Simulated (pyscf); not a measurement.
F–SiH(F)–F + water (H₂O) + ammonia (NH₃) -> HO–SiH(F)–F + hydrogen fluoride (HF) + ammonia (NH₃) (multi-bond step; singlet surface; F–Si, H–O, H–N broken, O–Si, F–H, H–N formed). PySCF, gas phase, ωB97X-D3(BJ)/def2-SVP geometries. Energies in eV from the separated reactants.

```
level                   barrier  reaction energy
----------------------  -------  ---------------
ωB97X-D3(BJ)/def2-TZVP      ___            +0.35
r²SCAN/def2-TZVP          -0.10            +0.39
PBE0-D3(BJ)/def2-TZVP     -0.08            +0.34
M06-2X/def2-TZVP            ___              ___
ωB97M-D3(BJ)/def2-TZVP     0.04            +0.36
HF/def2-TZVP               0.93            +0.38
```

Q: Complete the blanks.

A: 
- ωB97X-D3(BJ)/def2-TZVP, barrier: 0.03
- M06-2X/def2-TZVP, barrier: -0.04
- M06-2X/def2-TZVP, reaction energy: +0.33

On the reactant side the descent ends in an adduct with a O–Si contact, 0.71 eV under the separated species and 0.74 eV under the saddle at ωB97X-D3(BJ)/def2-TZVP. On the product side the descent ends in a bound adduct (not fully relaxed), 1.09 eV under the separated species and 0.77 eV under the saddle at ωB97X-D3(BJ)/def2-TZVP. At r²SCAN, PBE0-D3(BJ), M06-2X the saddle lies under the separated reactants, which points to a path from their complex (located at ωB97X-D3(BJ) alone). At ωB97X-D3(BJ), r²SCAN, PBE0-D3(BJ), M06-2X, ωB97M-D3(BJ) the saddle lies under the separated products, which points to a path from their complex (located at ωB97X-D3(BJ) alone), and parting the products costs more than the saddle. What is counted as formed (O–Si) is already present as a longer contact in the reactant adduct; forming that adduct is a step of its own. One saddle was located; it need not be the lowest between these sides.
